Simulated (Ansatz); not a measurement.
# C₆H₄F₂: how energies converge with the basis set

One table from this session's results is given with a row withheld; the runs are named, their logs left out.

The runs use Ansatz 0.2.0, Gaussian basis; one geometry, several basis sets.

The runs, in order: PBE0-D4/def2-SVP; ωB97M-V/def2-SVP; PBE0-D4/def2-QZVPP; ωB97M-V/def2-QZVPP; the functionals' def2-TZVPP values are taken from earlier runs.

## Structure used throughout

The geometry comes from an earlier relaxation with PBE0-D4 in a triple-zeta def2 set; it is a stationary point, not always the lowest conformer.

SMILES `Fc1ccc(F)cc1`, 12 atoms, charge 0, spin multiplicity 1.

Atoms are counted from 1 here; the program's logs count them from 0.

Bond lengths: F1–C2 1.339 Å, C2–C3 1.381 Å, C2–C8 1.381 Å, C3–C4 1.386 Å, C3–H9 1.083 Å, C4–C5 1.381 Å, C4–H10 1.083 Å, C5–F6 1.339 Å, C5–C7 1.381 Å, C7–C8 1.386 Å, C7–H11 1.083 Å, C8–H12 1.083 Å. Angles: F1–C2–C3 119.0°, F1–C2–C8 119.0°, C3–C2–C8 122.1°, C2–C3–C4 119.0°, C2–C3–H9 119.7°, C4–C3–H9 121.3°, C3–C4–C5 119.0°, C3–C4–H10 121.3°, C5–C4–H10 119.7°, C4–C5–F6 119.0°, C4–C5–C7 122.1°, F6–C5–C7 119.0°, C5–C7–C8 119.0°, C5–C7–H11 119.7°, C8–C7–H11 121.3°, C2–C8–C7 119.0°, C2–C8–H12 119.7°, C7–C8–H12 121.3°.

As a file:

```xyz
12
charge 0, multiplicity 1
F     0.82461   -1.51164    2.09042
C     0.41897   -0.76451    1.05547
C     0.72970    0.58119    1.03932
C     0.30982    1.35457   -0.03200
C    -0.40615    0.75529   -1.04983
F    -0.81178    1.50242   -2.08478
C    -0.71689   -0.59041   -1.03367
C    -0.29701   -1.36379    0.03765
H     1.29304    1.01192    1.85737
H     0.53247    2.41282   -0.08322
H    -1.28023   -1.02113   -1.85172
H    -0.51966   -2.42203    0.08887
```

Set-up of the first run:

in.yaml reads:

```yaml
crystal:
  periodic: [false, false, false]
  atoms:
    - {symbol: F, position_ang: [0.824608, -1.511637, 2.090420]}
    - {symbol: C, position_ang: [0.418971, -0.764507, 1.055472]}
    - {symbol: C, position_ang: [0.729702, 0.581193, 1.039322]}
    - {symbol: C, position_ang: [0.309820, 1.354570, -0.031998]}
    - {symbol: C, position_ang: [-0.406150, 0.755289, -1.049825]}
    - {symbol: F, position_ang: [-0.811780, 1.502417, -2.084778]}
    - {symbol: C, position_ang: [-0.716886, -0.590408, -1.033670]}
    - {symbol: C, position_ang: [-0.297005, -1.363787, 0.037650]}
    - {symbol: H, position_ang: [1.293038, 1.011922, 1.857371]}
    - {symbol: H, position_ang: [0.532469, 2.412816, -0.083221]}
    - {symbol: H, position_ang: [-1.280227, -1.021134, -1.851718]}
    - {symbol: H, position_ang: [-0.519660, -2.422031, 0.088874]}
basis:
  gaussian: {orbitals: def2-SVP}
hamiltonian: {xc: pbe0, dispersion: d4}
output: {orbitals: {seedname: orbitals}}
```

The run is started by

```console
ansatz run in.yaml --threads 2 --pin off --events-out ev --progress --plain --max-ram 22528MiB --backend cpu
```

Among the steps run: PBE0-D4 in def2-SVP; ωB97M-V in def2-SVP; PBE0-D4 in def2-QZVPP; ωB97M-V in def2-QZVPP.

One of the session's tables, all rows but one given; the rest of the session is left out.

It belongs to the step «Functionals by basis». 

| functional | basis | HOMO (eV) |
| --- | --- | --- |
| PBE0-D4 | def2-SVP | -7.11 |
| PBE0-D4 | def2-TZVPP | -7.14 |
| PBE0-D4 | def2-QZVPP | -7.17 |
| ωB97M-V | def2-SVP | ? |
| ωB97M-V | def2-TZVPP | -9.23 |
| ωB97M-V | def2-QZVPP | -9.26 |

**Question.** Estimate the row for ωB97M-V, def2-SVP.

As computed: HOMO (eV): -9.17. In the column «HOMO (eV)» it lies between ωB97M-V, def2-TZVPP (-9.23) and PBE0-D4, def2-QZVPP (-7.17).
